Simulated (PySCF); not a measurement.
Ethylene, C2H4, SMILES C=C, point group D2h.

Force field and properties: B3LYP/pcJ-1 (PySCF, grid level 2). Vibrational terms come from second-order perturbation theory with semi-diagonal cubic constants, by steps of ±0.6 along the normal coordinates of each isotopologue. The parent has the commonest isotopes.

Equilibrium geometry (Å):

```json
{"atom": "C1", "x": "-0.6024", "y": "0.2685", "z": "-0.0730"}
{"atom": "C2", "x": "0.6065", "y": "-0.2659", "z": "0.0442"}
{"atom": "H3", "x": "-1.3354", "y": "0.2013", "z": "0.7227"}
{"atom": "H4", "x": "-0.9088", "y": "0.7953", "z": "-0.9694"}
{"atom": "H5", "x": "0.9129", "y": "-0.7927", "z": "0.9406"}
{"atom": "H6", "x": "1.3396", "y": "-0.1986", "z": "-0.7514"}
```

Species: parent. Output of the displacement run:

```
mode    cm-1    km/mol   phi_rrr   E(+)/cm-1  E(-)/cm-1
  1    842.69     1.19       0.0     153.41     153.41
  2    979.39   117.69       0.0     177.52     177.52
  3    979.61     0.00      -0.2     177.24     177.46
  4   1065.38     0.00       0.0     192.33     192.33
  5   1244.34     0.00       0.2     224.17     224.29
  6   1384.63     0.00     -70.6     246.83     251.92
  7   1478.84    10.72      -0.0     266.38     266.38
  8   1695.14     0.00    -325.4     293.84     317.23
  9   3125.55    17.21      -0.1     563.87     563.87
 10   3139.24     0.00     928.0     599.74     532.95
 11   3196.90     0.00       1.4     577.01     576.86
 12   3224.38    28.69      -0.0     581.90     581.90
```

For the shielding of C2 (σe = 49.29 ppm):

```
mode  ω (cm⁻¹)  Σr φrrs (cm⁻¹)    ∂σ/∂q  ∂²σ/∂q²
   1       843               0    0.000   -0.809
   2       979               0    0.000   -2.236
   3       980               0    0.001   -2.582
   4      1065               0    0.000   -1.596
   5      1244               1    0.001   -1.066
   6      1385            -483   -1.271   -0.712
   7      1479               0    3.224   -0.392
   8      1695            -684  -11.745   -1.354
   9      3126               0   -5.616   -0.775
  10      3139            1719    2.166   -0.531
  11      3197               2    0.001   -0.894
  12      3224               0   -0.001   -1.200
```

Problem. Work out the zero-point average of this shielding.

Solution. With ⟨qs⟩ = −Σr φrrs/(4ωs) and ⟨qs²⟩ = 1/2: the mean displacements are 0.000, 0.000, 0.000, 0.000, 0.000, 0.087, 0.000, 0.101, 0.000, -0.137, 0.000, 0.000. The anharmonic term Σ (∂σ/∂q)⟨q⟩ is -1.59 ppm, the harmonic term ¼ Σ ∂²σ/∂q² is -3.54 ppm, so ⟨σ⟩ = 44.16 ppm.
